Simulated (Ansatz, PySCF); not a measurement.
System: NH, net charge 0, triplet state. 
Geometry from a B3LYP-D3(BJ)/def2-TZVP (Ansatz, a quantum-chemistry and plane-wave program) optimisation:
```xyz
2

N      0.0000     0.0000    -0.1302
H      0.0000     0.0000     0.9116
```
Charge 0, spin multiplicity 3.


Wanted: enthalpy of formation at 298 K (from the atomisation energy, B3LYP-D3(BJ)/def2-TZVP harmonic zero-point and thermal terms from PySCF, and the atoms' enthalpies of formation in the G2/97 table; no spin-orbit terms, and no core term in the frozen-core levels), in kcal/mol. Cores are frozen in the correlated levels unless marked. UHF or UKS for open shells. No spin-orbit coupling. Non-relativistic. The coupled-cluster limit lacks core correlation, which all-electron functionals hold. CBS marks a two-point X^-3 extrapolation of the correlation energy; Hartree-Fock from the larger set (for Q and 5 zeta extrapolated as (X+1)exp(-9√X)). The bracket is a focal-point correction in the basis named.

Measured: 85.2 kcal/mol (G2/97 table in ASE (Curtiss et al.)); it holds spin-orbit and relativistic effects, which these rows lack, and core correlation, which the frozen-core levels lack. This is an older compilation, not checked against later work.

```
level                                                              program  enthalpy of formation at 298 K (kcal/mol)  error against measurement
----------------------------------------------------------  --------------  -----------------------------------------  -------------------------
HF/cc-pVDZ                                                          Ansatz                                      121.1                       35.9
HF/def2-SVPD                                                        Ansatz                                      117.6                       32.4
HF/aug-cc-pVQZ                                                      Ansatz                                      117.6                       32.4
r2SCAN-D4/def2-TZVPD                                        Ansatz + dftd4                                       85.0                       -0.2
PBE0/def2-QZVPP                                                     Ansatz                                       83.7                       -1.5
r2SCAN0/def2-TZVPD                                                  Ansatz                                       87.1                        1.9
B2PLYP-D3(BJ)/def2-TZVPD                                    Ansatz + dftd3                                       85.1                       -0.1
RPA@PBE/cc-pVQZ                                                     Ansatz                                       87.2                        2.0
MP2/aug-cc-pVTZ                                                     Ansatz                                       91.3                        6.1
MP2/cc-pVQZ                                                         Ansatz                                       90.3                        5.1
MP2/CBS(cc-pVQZ,cc-pV5Z)                                            Ansatz                                       88.6                        3.4
SCS-MP2/STO-3G                                                      Ansatz                                      110.0                       24.8
SCS-MP2/cc-pVQZ                                                     Ansatz                                       86.4                        1.2
SCS-MP2/def2-QZVPPD                                                 Ansatz                                       86.1                        0.9
CCSD/def2-SVPD                                                      Ansatz                                       92.8                        7.6
CCSD(T)/def2-TZVPPD                                                 Ansatz                                       88.7                        3.5
CCSDT(Q)/cc-pVDZ                                                    Ansatz                                       97.3                       12.1
RI-MP2/CBS(def2-TZVPP,def2-QZVPP)+[CCSD(T)-MP2]/def2-TZVPP          Ansatz                                       85.9                        0.7
CCSD(T)/CBS(def2-TZVPP,def2-QZVPP)                                  Ansatz                                       86.0                        0.8
CCSD(T)/CBS(def2-TZVPPD,def2-QZVPPD)                                Ansatz                                       85.9                        0.7
CCSD(T)/CBS(cc-pVQZ,cc-pV5Z)                                        Ansatz                                       86.0                        0.8
```
